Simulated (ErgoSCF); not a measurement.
# One shape, several levels: AlHOF (SMILES [O][AlH][F])

We compute a comparison of 4 runs (UHF/def2-SVP, USVWN5/3-21G, UBLYP/6-31G*, UPBE0/def2-SVP) of AlHOF. 

Program for the calculation: ErgoSCF 3.8.

5 further runs of the same task are left out: 3 that didn't finish, 2 set aside as unsound or not needed.

## (1) The system as given

AlHOF: 4 atoms, total charge 0, spin state doublet. SMILES: `[O][AlH][F]`. The shape is that of a PBE0-D4/def2-TZVP optimisation.

Bond lengths: O1–Al2 1.731 Å, Al2–F3 1.641 Å, Al2–H4 1.564 Å. Angles: O1–Al2–F3 117.5°, O1–Al2–H4 119.2°, F3–Al2–H4 123.3°.

## (2) The energy at UHF/def2-SVP (run 1)

Input file mol.xyz:

```xyz
4

O     -0.128300    -1.061600     1.299400
Al     0.038200     0.026100    -0.037000
F     -1.126500    -0.010300    -1.192200
H      1.272100     0.985600    -0.090400
```

Input file job.ego:

```
set_nthreads(1)
scf.output_mulliken_pop = 1
scf.use_diagonalization = 1
tmpdir = "."
spin_polarization = 1
basis = "def2-SVP"
scf.max_number_of_iterations = 120
molecule "mol.xyz"
run "HF"
```

The basis set def2-SVP is read from a file made from the Basis Set Exchange's data (not shown).

On the command line:

```console
$ ergo job.ego
```

Output:

```text
[...]
INSC SCF_general constructor, number of basis functions: 51
[...]
INSC Energy   1 =       -196.91009639147
[...]
INDE E_LUMO =          0.06314327513
[...]
INSC Energy  23 =       -416.64570470380  ( diff     -0.000000000002387 )
[...]
RESC CONVERGED after  23 iterations.
RESC FINAL ENERGY:       -416.64570470380
RESC FINAL <S2> =          0.75564618340
[...]
INSC SCF: dipole_moment_x [atomic units] =       0.43878950
INSC SCF: dipole_moment_y [atomic units] =       0.40242949
INSC SCF: dipole_moment_z [atomic units] =      -0.10414983
[...]
```

Wall time 19 s (1 thread of Intel Xeon Platinum 8259CL at 2.50GHz (Skylake/Cascade Lake), shared host); peak memory 0.27 GiB.

## (3) The energy at USVWN5/3-21G (run 2)

Input file input.xyz:

```xyz
4

O     -0.128300    -1.061600     1.299400
Al     0.038200     0.026100    -0.037000
F     -1.126500    -0.010300    -1.192200
H      1.272100     0.985600    -0.090400
```

Input file run.inp:

```
# single point, AlFHO
set_nthreads("env")
molecule "input.xyz"
tmpdir = "."
scf.max_number_of_iterations = 120
scf.output_mulliken_pop = 1
basis = "3-21G"
scf.use_diagonalization = 1
spin_polarization = 1
XC.angint = 41
XC.sparse_mode = 0
XC.radint = 1e-11
run "SVWN5"
```

The basis set 3-21G is read from a file made from the Basis Set Exchange's data (not shown).

On the command line:

```console
$ ergo < run.inp
```

Output:

```text
[...]
INSC SCF_general constructor, number of basis functions: 33
[...]
INSC Energy   1 =       -280.33804778635
[...]
INDE E_LUMO =         -0.24081210854
[...]
INSC Energy  30 =       -413.57857516131  ( diff     -0.000000000021942 )
[...]
RESC CONVERGED after  30 iterations.
RESC FINAL ENERGY:       -413.57857516131
RESC FINAL <S2> =          0.75452021845
[...]
INSC SCF: dipole_moment_x [atomic units] =       0.33824489
INSC SCF: dipole_moment_y [atomic units] =       0.35149223
INSC SCF: dipole_moment_z [atomic units] =      -0.13750360
[...]
```

It took 9.3 s on 1 thread of Intel Xeon Platinum 8259CL at 2.50GHz (Skylake/Cascade Lake), shared host; peak memory 0.27 GiB.

## (4) The energy at UBLYP/6-31G(d) (spherical functions) (run 3)

Input file job.ego:

```
set_nthreads(1)
XC.radint = 1e-11
spin_polarization = 1
scf.max_number_of_iterations = 120
XC.sparse_mode = 0
basis = "6-31G*"
XC.angint = 41
scf.use_diagonalization = 1
tmpdir = "."
scf.output_mulliken_pop = 1
molecule_inline
O  -0.24245186 -2.00613325 2.45551013
Al 0.07218754 0.04932185 -0.06991987
F  -2.12877648 -0.01946418 -2.25293149
H  2.40392060 1.86251407 -0.17083124
EOF
run "BLYP"
```

The basis set 6-31G* is read from a file made from the Basis Set Exchange's data (not shown).

On the command line:

```console
$ ergo job.ego
```

Output:

```text
[...]
INDF Weighted mixed functional:
[...]
INSC Energy   1 =       -217.33204141213
[...]
INDE E_LUMO =         -0.23036488418
[...]
INSC Energy  21 =       -418.07926594339  ( diff     -0.000000000004206 )
[...]
RESC CONVERGED after  21 iterations.
RESC FINAL ENERGY:       -418.07926594339
RESC FINAL <S2> =          0.75276168391
[...]
INSC SCF: dipole_moment_x [atomic units] =       0.32182039
INSC SCF: dipole_moment_y [atomic units] =       0.35182758
INSC SCF: dipole_moment_z [atomic units] =      -0.15498974
[...]
```

Run time: 16 s. Hardware: 1 thread of Intel Xeon Platinum 8259CL at 2.50GHz (Skylake/Cascade Lake), shared host; peak memory 0.27 GiB.

## (5) A single-point energy at UPBE0/def2-SVP (run 4)

Input file input.ego:

```
set_nthreads(1)
molecule_inline Angstrom
O  -0.128300 -1.061600 1.299400
Al 0.038200 0.026100 -0.037000
F  -1.126500 -0.010300 -1.192200
H  1.272100 0.985600 -0.090400
EOF
tmpdir = "."
XC.angint = 41
XC.sparse_mode = 0
scf.max_number_of_iterations = 120
scf.use_diagonalization = 1
XC.radint = 1e-11
basis = "def2-SVP"
spin_polarization = 1
scf.output_mulliken_pop = 1
run "PBE0"
```

The basis set def2-SVP is read from a file made from the Basis Set Exchange's data (not shown).

On the command line:

```console
$ ergo input.ego
```

Output:

```text
[...]
INDF Weighted mixed functional:
[...]
INSC Energy   1 =       -204.22118110200
[...]
INDE E_LUMO =         -0.16348757359
[...]
INSC Energy  26 =       -417.61133766067  ( diff     -0.000000000003411 )
[...]
RESC CONVERGED after  26 iterations.
RESC FINAL ENERGY:       -417.61133766067
RESC FINAL <S2> =          0.75302014542
[...]
INSC SCF: dipole_moment_x [atomic units] =       0.38156480
INSC SCF: dipole_moment_y [atomic units] =       0.35515893
INSC SCF: dipole_moment_z [atomic units] =      -0.09778639
[...]
```

Wall time 34 s (1 thread of Intel Xeon Platinum 8259CL at 2.50GHz (Skylake/Cascade Lake), shared host); peak memory 0.27 GiB.

## (6) Overview of the runs

| run | level | integration grid | radint | energy (Eh) | dipole moment (D) | ⟨S²⟩ | wall time |
| --- | --- | --- | --- | --- | --- | --- | --- |
| 1 | UHF/def2-SVP | – | – | -416.645705 | 1.54 | 0.756 | 19 s |
| 2 | USVWN5/3-21G | Turbo | 1e-11 | -413.578575 | 1.29 | 0.755 | 9.3 s |
| 3 | UBLYP/6-31G* (spherical functions) | Turbo | 1e-11 | -418.079266 | 1.27 | 0.753 | 16 s |
| 4 | UPBE0/def2-SVP | Turbo | 1e-11 | -417.611338 | 1.35 | 0.753 | 34 s |

## (7) Outcome

| quantity | value |
| --- | --- |
| run 4: total energy | -417.61134 Eh |
| run 4: dipole moment | 1.35 D |
| run 4: ⟨S²⟩ | 0.753 |

**Reading.** The dipole moment (its size) runs from 1.27 D (UBLYP/6-31G*) to 1.54 D (UHF/def2-SVP). The two ends differ in method and basis. Totals of different functionals can't be ranked against each other. All runs together took 78 s, the longest 34 s.
